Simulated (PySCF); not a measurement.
C₃H₈N₂.
Geometry (GFN2-xTB, Å), atoms numbered from 1 in this order:
```
atom  x, y, z in Å
C1    -1.3184   -0.7605    0.1634
C2    -0.2915    0.2145   -0.4213
N3    -0.4111    1.5015    0.2367
C4     1.0822   -0.4001   -0.3282
N5     1.9899    0.1857    0.3083
H6    -1.3198   -1.6963   -0.3899
H7    -1.0840   -0.9663    1.2059
H8    -2.3063   -0.3122    0.1114
H9    -0.5176    0.3634   -1.4871
H10    0.2853    2.1376   -0.1381
H11   -0.1905    1.3874    1.2216
H12    1.1872   -1.3679   -0.8412
H13    2.8902   -0.2863    0.3409
```

Vertical excitations from PySCF (density fitting, frozen core in the response, grid level 2 and gas phase unless stated; continuum runs use non-equilibrium linear response for the excitations) on a GFN2-xTB geometry. Reference run:

| settings | S1, eV (f) | S2, eV (f) | S3, eV (f) | S4, eV (f) | S5, eV (f) | S6, eV (f) | T1, eV (Tamm–Dancoff) | mean α (au) |
| --- | --- | --- | --- | --- | --- | --- | --- | --- |
| PBE0/def2-SVPD, full TDDFT, 6 singlets | 5.22 (0.002) | 5.53 (0.000) | 6.52 (0.020) | 7.09 (0.018) | 7.37 (0.010) | 7.48 (0.004) | 4.47 | 54.3 |

What do these settings give: PBE0/pcSseg-0, IEF-PCM water, TDA, 1 singlet?

```
                                    settings    S1, eV (f)  S2, eV (f)  S3, eV (f)  S4, eV (f)  S5, eV (f)  S6, eV (f)  T1, eV (Tamm–Dancoff)  mean α (au)
PBE0/pcSseg-0, IEF-PCM water, TDA, 1 singlet  5.28 (0.006)           –           –           –           –           –                   4.38         51.7
```

S1 moves by +0.06 eV; basis, environment and response scheme change together, so the shift can't be laid on one. States are counted by energy in each run and needn't keep their character from row to row.

Which orbital pairs make up S1 in each run, and how does it sit against the orbital gap?

```
                                    settings  S1 configurations (weight)  S1 (eV)  orbital gap (eV)  S1 − gap (eV)
      PBE0/def2-SVPD, full TDDFT, 6 singlets        H→L 0.61, H−1→L 0.38     5.22              6.72          -1.50
PBE0/pcSseg-0, IEF-PCM water, TDA, 1 singlet        H→L 0.68, H−1→L 0.31     5.28              6.80          -1.52
```

Geometry: GFN2-xTB, one conformer.
